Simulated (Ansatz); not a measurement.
**Cd2Ni: from a trial structure to a relaxed crystal**

Method: DFT PBE, scalar-relativistic, plane waves, PAW in Ansatz 0.2.0. Cutoff 420 eV, Γ-centred k mesh, Gaussian smearing, collinear spin, first started from parallel moments.

A relaxed cell is given with its space group left out.

```
Cd Ni
1.0
     0.00000    3.86209    3.86209
     3.86209    0.00000    3.86209
     3.86209    3.86209    0.00000
Cd Ni
4 2
Direct
  0.12500 0.12500 0.12500
  0.62500 0.12500 0.12500
  0.12500 0.12500 0.62500
  0.12500 0.62500 0.12500
  0.50000 0.50000 0.50000
  0.75000 0.75000 0.75000
```

Formation energies are uncorrected and refer to the elements' standard structures at the same level.

What space group does it have?

Fd-3m (No. 227). Conventional cell: a = 7.724 Å. Around Cd lie 6 Cd at 2.73 Å and 6 Ni at 3.20 Å; Ni has 12 Cd at 3.20 Å and 4 Ni at 3.34 Å.

What is its formation energy per atom?

0.51 eV/atom.

Is it a metal?

Yes, bands cross the Fermi level on the 8×8×8 mesh.

What net moment does it keep?

0.00 μB per atom, with site moments up to 0.00 μB.

The final run used a 8×8×8 mesh on its 6-atom cell and 0.10 eV smearing. The k mesh leaves about 4 meV/atom of noise in metals. The cell came from a trial start, so Cd2Ni may not exist in this structure.

Cost: 2 runs of about 2.8 core-minutes in all, on Arm Neoverse V2 (shared hosts).